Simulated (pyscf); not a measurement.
HO–SnH₃ + H₂B–F -> H₂B–O–SnH₃ + hydrogen fluoride (HF), a four-centre exchange (singlet surface; H–O, B–F broken, B–O, F–H formed). PySCF, gas phase, ωB97X-D3(BJ)/def2-SVP geometries. Energies in kcal/mol from the separated reactants.

Small-basis levels: PySCF, no dispersion term, spherical d functions. 

Problem. Quick B3LYP/6-31G*+LANL2DZ single points give ΔE‡ = 7.3 kcal/mol and ΔE = +6.3 kcal/mol. What does ωB97M-D3(BJ)/def2-TZVP give, and how far is the quick result from it?

Solution. ωB97M-D3(BJ)/def2-TZVP gives ΔE‡ = 7.9 kcal/mol and ΔE = -1.0 kcal/mol. B3LYP/6-31G*+LANL2DZ lies 0.6 kcal/mol under it in the barrier and 7.3 kcal/mol over it in the reaction energy, so on this step it does not hold to within 3.0 kcal/mol. ωB97M-D3(BJ)/def2-TZVP has limits of its own. On the reactant side the descent ends in an adduct with a B–O contact, 19.2 kcal/mol under the separated species and 26.5 kcal/mol under the saddle at ωB97X-D3(BJ)/def2-TZVP. On the product side the descent ends in a bound adduct, 10.1 kcal/mol under the separated species and 19.0 kcal/mol under the saddle at ωB97X-D3(BJ)/def2-TZVP. What is counted as formed (B–O) is already present as a longer contact in the reactant adduct; forming that adduct is a step of its own. This is the saddle that the search found; another between the same sides may lie lower. In the def2 sets elements past Kr carry core potentials, without spin-orbit coupling.
